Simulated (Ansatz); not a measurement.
Geometry optimisation, RKS BLYP-D4/def2-SVP (Ansatz 0.2.0).

The input (input.yaml):

```yaml
crystal:
  periodic: [false, false, false]
  atoms:
    - { symbol: Si, position_ang: [-1.27012, 1.17013, -1.4695] }
    - { symbol: Si, position_ang: [0.1356, -0.39437, -0.3499] }
    - { symbol: Si, position_ang: [1.1683, -0.86892, 1.74131] }
    - { symbol: H, position_ang: [-2.46438, 0.44256, -1.90888] }
    - { symbol: H, position_ang: [-0.50238, 1.71693, -2.59198] }
    - { symbol: H, position_ang: [-1.59949, 2.20507, -0.48528] }
    - { symbol: H, position_ang: [0.49477, -1.45625, -1.30706] }
    - { symbol: H, position_ang: [1.94765, -2.10611, 1.63574] }
    - { symbol: H, position_ang: [0.07029, -0.99691, 2.70343] }
    - { symbol: H, position_ang: [2.01976, 0.28785, 2.0321] }
total_charge: 1
basis:
  gaussian: { orbitals: def2-SVP }
hamiltonian:
  xc: blyp
  dispersion: d4
relax:
  f_tol: 0.015
  max_steps: 40
output:
  orbitals: {}
```

Run as:

```bash
$ ansatz run input.yaml --threads 1 --pin off --max-ram 2048MiB --backend cpu --events-out ev --progress --plain --runs-dir out
```

Question: Where does it end, and by what steps?

Answer: It converged. Limits of this set-up: the dipole of an ion depends on the origin. After 6 steps the energy has fallen by 0.163 eV; H6 moved furthest, 0.30 Å.

```json
{"step": "0", "energy less start (eV)": "0.0000", "largest force component (eV/Å)": "0.546", "accepted": "yes"}
{"step": "1", "energy less start (eV)": "-0.0970", "largest force component (eV/Å)": "0.516", "accepted": "yes"}
{"step": "2", "energy less start (eV)": "-0.1480", "largest force component (eV/Å)": "0.076", "accepted": "yes"}
{"step": "3", "energy less start (eV)": "-0.1512", "largest force component (eV/Å)": "0.039", "accepted": "yes"}
{"step": "4", "energy less start (eV)": "-0.1591", "largest force component (eV/Å)": "0.105", "accepted": "yes"}
{"step": "5", "energy less start (eV)": "-0.1622", "largest force component (eV/Å)": "0.077", "accepted": "yes"}
{"step": "6", "energy less start (eV)": "-0.1632", "largest force component (eV/Å)": "0.009", "accepted": "yes"}
```

```xyz
10
Properties=species:S:1:pos:R:3
Si -1.219 1.166 -1.332
Si 0.195 -0.565 -0.501
Si 1.114 -0.811 1.688
H -2.434 0.414 -1.781
H -0.431 1.717 -2.480
H -1.467 2.138 -0.230
H 0.523 -1.620 -1.520
H 1.943 -2.048 1.724
H -0.106 -0.853 2.556
H 1.882 0.461 1.875
```

Time of the run: 17 s on 1 thread of Arm Neoverse V2, with other jobs on the host, peak memory 0.12 GiB.
